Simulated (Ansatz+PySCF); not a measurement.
Results of a calculation; reference values are marked as such.
Input for PySCF 2.14.0:

```python
from pyscf import gto, scf, cc

mol = gto.M(atom="""
C 0.000000 0.000000 0.000000
C 0.000000 0.000000 1.270000
""", basis='sto-3g', charge=0, spin=0)
mf = scf.UHF(mol)
mf.kernel()
mycc = cc.CCSD(mf, frozen=2).run()
et = mycc.ccsd_t()
print(mf.e_tot, mycc.e_corr, et, mycc.e_tot + et)
```

The script is written out from the run's settings.

The run gave:

| Item | Value |
| --- | --- |
| Converged | yes |
| Reference energy | -74.41971 hartree |
| CCSD correlation energy | -0.25397 hartree |
| Triples correction | -0.01320 hartree |
| Total energy | -74.68688 hartree |
| Spin squared of the determinant | 0.000 |

The reference isn't the lowest determinant (another lies 3.77 eV lower), but the same method gives a higher total on the lower determinant. Caution: large amplitudes, a single reference is doubtful.
